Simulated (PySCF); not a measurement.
**NaLi: frontier orbitals**

PBE0 at R = 2.926 Å; Na def2-TZVP, Li def2-TZVP; no relativity (PySCF 2.14). State: ¹Σ⁺ (singlet), closed shell. Only the outer orbitals are listed, counted within each symmetry.

```tsv
orbital	occ.	ε (eV)	on Na (%)	main shells (%)
3σ	2	-55.12	0	100 Li s
1π	2	-31.56	100	100 Na p
1π	2	-31.56	100	100 Na p
4σ	2	-31.56	100	100 Na p
5σ	2	-3.69	51	47 Na s, 47 Li s
6σ	0	-1.33	48	40 Li s, 39 Na s, 12 Li p
2π	0	-0.56	59	58 Na p, 41 Li p
2π	0	-0.56	59	58 Na p, 41 Li p
```

Q: Which are the highest filled and the lowest empty level, where do they sit, and how wide is the gap?

A: Highest filled 5σ at -3.69 eV (in %: 47 Na s, 47 Li s); lowest empty 6σ at -1.33 eV (in %: 40 Li s, 39 Na s, 12 Li p); the gap at PBE0 is 2.36 eV.

The bond order (Mayer) is 1.00 and the ⟨S²⟩ is 0.000. The charge on Na (Mulliken, basis-dependent) is -0.01. The charge on Na (Löwdin, basis-dependent) is -0.07 and the dipole moment (positive dipole means Na(−)Li(+)) is -0.40 D. The polarisability along the bond is 295.6 bohr³ and the polarisability across the bond is 173.1 bohr³.

Closed-shell solutions of metal pairs were not tested for spin polarisation, which can lower them a little.
